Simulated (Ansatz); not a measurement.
## Worked example: correlation energy of H2Al–CH3, quintet

Geometry: that of the H2Al–CH3, triplet, kept fixed. The triplet lies 6.0 eV lower here.

```yaml
atoms:
  - { symbol: Al, position_ang: [-0.0756, 0.0440, 0.7806] }
  - { symbol: C, position_ang: [0.0338, -0.0741, -1.4575] }
  - { symbol: H, position_ang: [0.7854, 1.3182, 0.1705] }
  - { symbol: H, position_ang: [0.7928, -1.1841, 1.3321] }
  - { symbol: H, position_ang: [-0.4616, -1.0447, -1.3779] }
  - { symbol: H, position_ang: [-0.5650, 0.7250, -1.8764] }
  - { symbol: H, position_ang: [1.0678, -0.1093, -1.7772] }
```

Basis cc-pVDZ; Ansatz 0.2.0. Correlated methods freeze the noble-gas cores, which leaves 12 electrons in 51 orbitals. Prefix R: restricted or restricted open-shell reference; prefix U: unrestricted.

Full CI isn't at hand for all of this; UCCSDT(Q) serves as the reference, and is uncertain by about the last step of the cluster series.

Runs differ by some tens of microhartree through their thresholds and, for an open shell, their frozen cores, so steps under 0.03 kcal/mol mean nothing.

```json
{"level": "UHF", "total energy (hartree)": "-282.369981"}
{"level": "UMP2", "total energy (hartree)": "-282.553384"}
{"level": "UCCSD", "total energy (hartree)": "-282.593716"}
{"level": "UCCSD(T)", "total energy (hartree)": "-282.599984"}
{"level": "UCCSDT", "total energy (hartree)": "-282.601256"}
{"level": "UCCSDT(Q)", "total energy (hartree)": "-282.601595"}
```

Question: What is the correlation energy at UCCSDT(Q), and what share of it do UMP2 and UCCSD(T) recover?

Answer: E(corr) = -282.601595 − (-282.369981) = -0.231614 hartree = -6.303 eV. UMP2: -0.183403 / -0.231614 = 79.18 %. UCCSD(T): -0.230003 / -0.231614 = 99.30 %.

Question: By how many kcal/mol does UCCSD(T) miss UCCSDT(Q) (1 hartree = 627.509 kcal/mol), and which steps make up the rest?

Answer: -282.599984 − (-282.601595) = 0.001611 hartree = 1.01 kcal/mol. Steps: UCCSDT − UCCSD(T) = -0.80, UCCSDT(Q) − UCCSDT = -0.21 kcal/mol. Differences between like states or geometries often cancel part of this.
